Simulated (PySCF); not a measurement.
# BH7P2: the cost of one run

Programs: PySCF 2.14.0, with density-fitted response routines of our own. Each step states its level of theory. These are calculated values for one molecule in the gas phase, unless marked as measured. Atoms are numbered from 0 throughout.

## 1. The molecule as given

10 atoms, charge 0, multiplicity 1; geometry from: GFN2-xTB. The atoms were then displaced at random by about 0.01 Å, so the start is not that level's minimum.

Bonds of the start (Å): P0–B1 1.99, B1–P2 1.93, P0–H3 1.38, P0–H4 1.41, B1–H5 1.18, B1–H6 1.19, P2–H7 1.36, P2–H8 1.38, P2–H9 1.40.

## 2. Optimising the geometry at PBE0-D3(BJ)/def2-SVP

Job settings and geometry (Å):

```
{"job": {"xc": "PBE0", "basis": "def2-SVP", "d3": "d3bj", "grid": 1, "shake": 0.01, "kind": "geom"}, "charge": 0, "multiplicity": 1}
P      1.534730     0.636040     0.588560
B      0.306860    -0.769120    -0.104860
P     -1.311140     0.027930     0.589970
H      2.755650     0.105940     0.209570
H      1.476500     1.475580    -0.545990
H      0.228740    -0.842880    -1.283550
H      0.476950    -1.789420     0.481750
H     -2.576530    -0.440320     0.459230
H     -1.540590     1.342450     0.240810
H     -1.300730     0.232880     1.972220
```

Command:

```bash
OMP_NUM_THREADS=1 python probes_run.py task.json out
```

The driver reads the jobs from task.json and runs them one after another.

Q: Estimate the wall time and peak memory of this first job on 1 thread of Arm Neoverse V1, shared host.

About 17 s, with a peak of 0.36 GiB.
